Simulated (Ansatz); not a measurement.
Process, species as SMILES: C[C]=O → O1[CH]C1

Property: isomerisation energy (enthalpy at 298 K), in kcal/mol. Terms: 6-311+G** with 5d; LANL2DZ all-electron up to Ne; no spin-orbit coupling; non-relativistic; UHF or UKS for open shells; six Cartesian d functions in 6-31G* and its kin unless marked 5d; frozen cores in correlated levels. CBS marks a two-point X^-3 extrapolation of the correlation energy; Hartree-Fock from the larger set. The bracket is a focal-point correction in the basis named. Ab initio and DFT rows: single points at B3LYP-D3(BJ) geometries (Ansatz, an electronic-structure program), with unscaled harmonic terms from B3LYP/6-31G* at its own minima. A UHF reference is markedly spin-contaminated in at least one set, which strains HF and MP2.

Coupled cluster (Ansatz) is a level with limits of its own, used here on species with T1 under 0.025 (0.045 for open shells) and stable references: RI-MP2/CBS(cc-pVTZ,cc-pVQZ)+[CCSD(T)-MP2]/cc-pVTZ.

Value to compare with, RI-MP2/CBS(cc-pVTZ,cc-pVQZ)+[CCSD(T)-MP2]/cc-pVTZ (Ansatz): 41.7 kcal/mol.

```
level          program  isomerisation energy (enthalpy at 298 K) (kcal/mol)  difference
-------------  -------  ---------------------------------------------------  ----------
MP2/STO-3G      Ansatz                                                 37.6        -4.1
MP2/3-21G       Ansatz                                                 56.6        14.9
MP2/LANL2DZ     Ansatz                                                 54.5        12.8
MP2/6-31G*      Ansatz                                                 42.7         1.0
MP2/6-311+G**   Ansatz                                                 44.4         2.7
```

Among the 5 habitual levels, MP2/3-21G lies farthest from RI-MP2/CBS(cc-pVTZ,cc-pVQZ)+[CCSD(T)-MP2]/cc-pVTZ (Ansatz) (14.9 kcal/mol) and MP2/6-31G* nearest (1.0); 4 of 5 lie above it, and their mean absolute difference is 7.1 kcal/mol, the median 4.1. One case shows no general order.

The sets are all those run for this method; runs whose electronic state is in doubt are left out.
